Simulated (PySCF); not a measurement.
Species: propargyl alcohol, C3H4O.
Geometry (GFN2-xTB, Å), atoms numbered from 1 in this order:
```
atom  x, y, z in Å
C1     1.830   -0.329    0.778
C2     0.779   -0.202    0.222
C3    -0.508   -0.036   -0.432
O4    -1.354    0.758    0.380
H5     2.757   -0.449    1.254
H6    -0.344    0.443   -1.411
H7    -0.947   -1.033   -0.598
H8    -2.203    0.858   -0.063
```

Method: CAM-B3LYP/def2-SVPD in PySCF (dipole) on a GFN2-xTB geometry, gas phase.

Masses are those of the commonest isotopes; rigid-rotor values at the optimised geometry. The values belong to one conformer with, in the numbering `[CH:1]#[C:2][CH2:3][OH:4]`, C2–C3–O4–H 180°.

Give the principal moments of inertia and the rotational constants in MHz.

Ia = 14.61, Ib = 106.85, Ic = 118.23 u·Å²; 505379 MHz·u·Å²/I gives A = 34595, B = 4730, C = 4275 MHz.

Classify the top.

A near-prolate asymmetric top. Ray's parameter κ = (2B − A − C)/(A − C) = -0.970; −1 is the prolate and +1 the oblate limit.

What does the inertial defect say?

Not planar: Δ = Ic − Ia − Ib = -3.23 u·Å². For a rigid frame Δ = −2 Σ m c², so Σ m c² = 1.61 u·Å² lies off the ab plane, practically all of it from hydrogen. The atom farthest from that plane is 0.90 Å away.

Give the other two planar moments, Paa and Pbb, and the rms extents of the mass along the axes.

Paa = Σ m a² = (Ib + Ic − Ia)/2 = 105.23 and Pbb = Σ m b² = (Ia + Ic − Ib)/2 = 12.99 u·Å². With the mass M = 56.03 u, the rms extents √(P/M) along a, b and c are 1.37, 0.48, 0.17 Å.

Predict some low-J microwave lines.

The dipole components are |μa| = 0.85 D, |μb| = 1.71 D, |μc| = 0.00 D; the mirror of this Cs structure is the ab plane, so μc vanishes by symmetry (the 0.01 D computed is a residue) and there are no c-type lines. The squared components, which scale the intensities, stand as 0.25 : 1.00 (a : b). Some lines, for components of 0.1 D or more:

```csv
type,branch,"J(Ka,Kc)",MHz,lower level (cm⁻¹)
a,Q,"1(1,0) ← 1(1,1)",455,1.297
a,Q,"2(1,1) ← 2(1,2)",1366,1.882
a,R,"1(0,1) ← 0(0,0)",9005,0.000
a,R,"2(1,2) ← 1(1,1)",17554,1.297
a,R,"2(0,2) ← 1(0,1)",18004,0.300
a,R,"2(1,1) ← 1(1,0)",18465,1.312
b,Q,"1(1,0) ← 1(0,1)",30321,0.300
b,Q,"2(1,1) ← 2(0,2)",30781,0.901
b,R,"1(1,1) ← 0(0,0)",38870,0.000
b,R,"2(1,2) ← 1(0,1)",47419,0.300
b,Q,"2(2,0) ← 2(1,1)",89601,1.928
b,Q,"2(2,1) ← 2(1,2)",90962,1.882
b,R,"2(2,1) ← 1(1,0)",108061,1.312
b,R,"2(2,0) ← 1(1,1)",108521,1.297
```

Not checked by GFN2-xTB frequencies. No vibrational averaging or centrifugal distortion is included, and the geometry carries the error of its method.
